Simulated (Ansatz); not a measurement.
Relaxation of C$_{2}$H$_{6}$N$_{2}$ (10 atoms, charge 0, multiplicity 1), to a largest force component of 0.015 eV/Å in at most 40 steps.

These are results of Ansatz 0.2.0, RKS PBE-D4/STO-3G, not measurements.

```xyz
10
Properties=species:S:1:pos:R:3
C -1.173 0.259 -0.380
C 0.012 -0.015 0.003
N 0.668 -1.048 -0.564
N 0.728 0.699 0.978
H -1.723 -0.256 -1.195
H -1.770 1.140 0.056
H 1.297 -1.506 0.160
H 0.132 -1.702 -1.022
H 1.651 0.764 0.818
H 0.261 1.614 1.150
```

Question: Where does it end, and by what steps?

Answer: It converged. Limits of this set-up: minimal basis. After 6 steps the energy has fallen by 1.464 eV; N3 moved furthest, 0.16 Å. The start is strongly strained (largest force component 8 eV/Å).

| step | energy less start (eV) | largest force component (eV/Å) | accepted |
| --- | --- | --- | --- |
| 0 | 0.0000 | 8.402 | yes |
| 1 | -1.2842 | 1.661 | yes |
| 2 | -1.4012 | 0.609 | yes |
| 3 | -1.3811 | 0.773 | no |
| 4 | -1.4617 | 0.374 | yes |
| 5 | -1.4644 | 0.027 | yes |
| 6 | -1.4645 | 0.013 | yes |

```xyz
10
Properties=species:S:1:pos:R:3
C -1.258 0.315 -0.406
C 0.000 -0.003 -0.002
N 0.822 -1.059 -0.600
N 0.716 0.664 1.089
H -1.796 -0.307 -1.131
H -1.771 1.203 -0.018
H 1.242 -1.621 0.201
H 0.161 -1.731 -1.091
H 1.700 0.870 0.739
H 0.266 1.617 1.223
```

The run took 9 s on 1 thread of Arm Neoverse V2, on a shared host, peak memory 0.1 GiB.
